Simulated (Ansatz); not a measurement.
A made-up structure of B2HO, doublet:

```tsv
atom	x (Å)	y (Å)	z (Å)
B1	-0.5757	0.6574	-0.1043
B2	0.4604	-0.5094	0.3468
O3	1.2146	-1.3530	0.7664
H4	1.7464	-1.9440	1.3222
```

It is relaxed with PBE-D4/def2-SVP and then PBE0-D4/def2-TZVP (Ansatz 0.2.0). Atoms count as bonded within 1.22 times the sum of their covalent radii (H–H: 0.88 Å). The end point is not checked to be a true minimum.

(1) Does its bonding change? (Judge from chemistry; the calculation decides.)

Answers

(1) By the calculation: No: no bond forms or breaks.

Where it ends: The first stage lowers the energy by 0.57 eV in 10 steps. It ends as B₂HO ([B][B][OH]):
B1  (-0.559, 0.625, 0.019)
B2  (0.463, -0.563, 0.325)
O3  (1.421, -1.427, 0.549)
H4  (1.521, -1.785, 1.438)
(Å)

Labels in which every atom is bracketed show which atoms are joined, not bond orders.

For scale, one of the runs: PBE0-D4/def2-TZVP relaxation, 99 basis functions, launched by `ansatz run in.yaml --threads 2 --pin off --events-out ev --progress --plain --max-ram 4352MiB`. Hardware: 2 CPU threads of an Arm Neoverse V2, shared host. Wall time about 31 s.
